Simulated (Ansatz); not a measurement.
Antifluorite Mg2Sn, treated with HSE06+SOC (plane waves, PAW; Ansatz, an electronic-structure program).

Run with plane-wave cutoff 460 eV, 6×6×6 k mesh, Fermi–Dirac smearing 0.01 eV, PAW data made under PBE.

Cell (measured lattice):

```cif
data_Mg2Sn
_chemical_formula_sum 'Mg2 Sn1'
_space_group_name_H-M_alt 'P 1'
_space_group_IT_number 1
_cell_length_a 4.78462
_cell_length_b 4.78462
_cell_length_c 4.78462
_cell_angle_alpha 60.000
_cell_angle_beta 60.000
_cell_angle_gamma 60.000
loop_
_space_group_symop_operation_xyz
  'x, y, z'
loop_
_atom_site_label
_atom_site_type_symbol
_atom_site_fract_x
_atom_site_fract_y
_atom_site_fract_z
_atom_site_occupancy
Mg1 Mg 0.25000 0.25000 0.25000 1
Mg2 Mg 0.75000 0.75000 0.75000 1
Sn1 Sn 0.00000 0.00000 0.00000 1
```

Task: What does this level give for the band gap and smallest direct gap on the k points sampled?

Result: 
- band gap = 0.01 eV (under three smearing widths, so not firm)
- smallest direct gap on the k points sampled = 1.86 eV

Measured, for comparison: band gap 0.36 eV (temperature not stated, no zero-point or thermal correction, indirect, Γ–X; as tabulated in Ryu et al. (2019), arXiv:1905.06140). Computed (rounded) less measured: band gap -0.35 eV.

Note: cell and atoms aren't relaxed at this level.

Computed values are for the static lattice.

It cost roughly 10 core-minutes of CPU time.
